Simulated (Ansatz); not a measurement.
Born–Oppenheimer molecular dynamics of CH4B (6 atoms, charge 0, multiplicity 2). It starts from a relaxed structure.

Method: UHF/6-31G* (Ansatz 0.2.0).

- ensemble: NVE (velocity Verlet)
- time step: 0.5 fs
- steps asked: 266
- starting velocities drawn for: 2000 K
- seed: 228307

First frame:

```xyz
6
Properties=species:S:1:pos:R:3
B 0.288 -1.101 0.174
C -0.277 0.306 -0.219
H 1.193 -1.300 0.922
H -1.153 0.283 -0.858
H 0.504 0.865 -0.738
H -0.514 0.884 0.674
```

Task: How far do the bonds stretch over the last three quarters of this one trajectory? (Pairs bonded in most of those frames.)

Result: 
| bond | mean (Å) | spread (Å) | shortest | longest |
| --- | --- | --- | --- | --- |
| B1–C2 | 1.567 | 0.043 | 1.51 | 1.68 |
| B1–H3 | 1.196 | 0.049 | 1.12 | 1.28 |
| C2–H4 | 1.105 | 0.056 | 1.01 | 1.19 |
| C2–H5 | 1.120 | 0.082 | 0.98 | 1.25 |
| C2–H6 | 1.094 | 0.035 | 1.03 | 1.16 |

Mean temperature of the second half: 967 K. The conserved energy stayed within 2 meV per atom of its start (net change 1.2 meV per atom), so the integration is sound. The temperature averaged 0.48 of the 2000 K drawn at the start: a run that starts near a minimum puts about half its kinetic energy into the potential. A run of 0.13 ps of so small a system gives no equilibrium averages.

The run took 2.4 min on 1 CPU thread of a shared host.
